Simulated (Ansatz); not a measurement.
# AlHO (singlet): the correlation ladder, 6-31G

Aim: climb from Hartree-Fock through coupled cluster for AlHO (singlet) at one geometry and basis, and see what each rung misses.

Method: 6-31G, core rule «outside noble gas», up to 6 orbitals frozen; program: Ansatz 0.2.0, Gaussian basis.

To be run: UHF; CCSD(T) on RHF; BCCD(T) on RHF; CISD; CCSDT(Q) on RHF; CISDTQ; CCSDTQ on RHF; Full CI.

15 further runs of the same task are left out: 7 for a known fault of the program, 2 that didn't finish, 6 set aside as unsound or not needed.

## 1. What is computed

The geometry is a PBE0/def2-TZVP stationary point (not a proven minimum).

3 atoms, charge 0, spin multiplicity 1.

Atoms are counted from 1 here; the program's logs count them from 0.

Bond lengths: Al1–O2 1.674 Å, O2–H3 0.950 Å. Angles: Al1–O2–H3 180.0°.

As a file:

```
atom   x (Å)   y (Å)    z (Å)
 Al1  0.0000  0.0000   1.4330
  O2  0.0000  0.0000  -0.2415
  H3  0.0000  0.0000  -1.1915
```

## 2. UHF

Input file in.yaml:

```yaml
crystal:
  periodic: [false, false, false]
  atoms:
    - {symbol: Al, position_ang: [0.000000, 0.000000, 1.432992]}
    - {symbol: O, position_ang: [0.000000, 0.000000, -0.241478]}
    - {symbol: H, position_ang: [0.000000, 0.000000, -1.191514]}
basis:
  gaussian: {orbitals: 6-31G}
magnetization: {spin_polarized: true, initial_magnetization: 0}
hamiltonian: {xc: hf}
output: {orbitals: {seedname: orbitals}}
```

Started as:

```sh
$ ansatz run in.yaml --threads 1 --pin off --events-out ev --progress --plain --max-ram 2393MiB
```

The runs that follow: CCSD(T) on RHF; BCCD(T) on RHF; CISD; CCSDT(Q) on RHF; CISDTQ; CCSDTQ on RHF; Full CI.

Q: Predict the results of all the runs planned. Wanted: FCI below the RHF energy; RMP2 from FCI; RCCSD from FCI; RCCSD(T) from FCI; RCCSDT(Q) from FCI; T1 diagnostic; effectively unpaired electrons.

As calculated:

```
                         quantity                                                  value
         FCI below the RHF energy                                             -4.5670 eV
                    RMP2 from FCI                                             +420.6 meV
                   RCCSD from FCI                                              +96.0 meV
                RCCSD(T) from FCI                                              +22.5 meV
               RCCSDT(Q) from FCI                                               -2.2 meV
levels within 1 kcal/mol (43 meV)  RCCSD(T), BCCD(T), RCCSDT, CISDTQ, RCCSDT(Q), RCCSDTQ
                    T1 diagnostic                                                  0.021
   effectively unpaired electrons                                                   0.07
```

In words: RCCSD(T) lands +22.5 meV from the yardstick (0.5 % of the correlation energy). RCCSDT(Q) falls below full CI, which methods that aren't variational can do. One determinant dominates. These misses are within one basis, not against nature.
